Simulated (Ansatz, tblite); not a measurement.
Adding an electron: Na2O⁺ (the lowest doublet isomer of a short search). Charge 1, multiplicity 2. Geometry: PBE0-D4/def2-TZVP. Ansatz, gas phase; energy differences of separate SCF runs; the reduced species is a singlet (the triplet lies 0.58 eV higher at PBE0-D4/def2-TZVP).

```xyz
3

Na   -0.546    1.876   -0.836
Na    0.546   -1.876    0.835
O     0.000    0.000    0.000
```

The xTB rows come from tblite. The structure comes from a short search, and lower isomers may exist.

```json
{"level": "GFN1-xTB", "−HOMO (eV)": "–", "−LUMO (eV)": "–", "vertical EA (eV)": "10.98", "HOMO–LUMO gap (eV)": "–"}
{"level": "GFN2-xTB", "−HOMO (eV)": "–", "−LUMO (eV)": "–", "vertical EA (eV)": "10.64", "HOMO–LUMO gap (eV)": "–"}
{"level": "PBE-D4/def2-TZVP", "−HOMO (eV)": "9.13", "−LUMO (eV)": "8.33", "vertical EA (eV)": "5.03", "HOMO–LUMO gap (eV)": "0.81"}
```

Estimate the rows for r2SCAN-D4/def2-TZVP, PBE0-D4/def2-TZVP.


```csv
level,−HOMO (eV),−LUMO (eV),vertical EA (eV),HOMO–LUMO gap (eV)
r2SCAN-D4/def2-TZVP,9.29,7.26,4.49,2.03
PBE0-D4/def2-TZVP,10.65,6.20,4.38,4.45
```

  HOMO and LUMO are the levels of the spin that leaves or enters (xTB has no such levels and no spin-polarisation term). Other spin states of the ions may lie lower, which would lower the ionisation energy or raise the affinity. Raw xTB energy differences between charge states are shifted by several eV; the methods need an empirical correction for them.
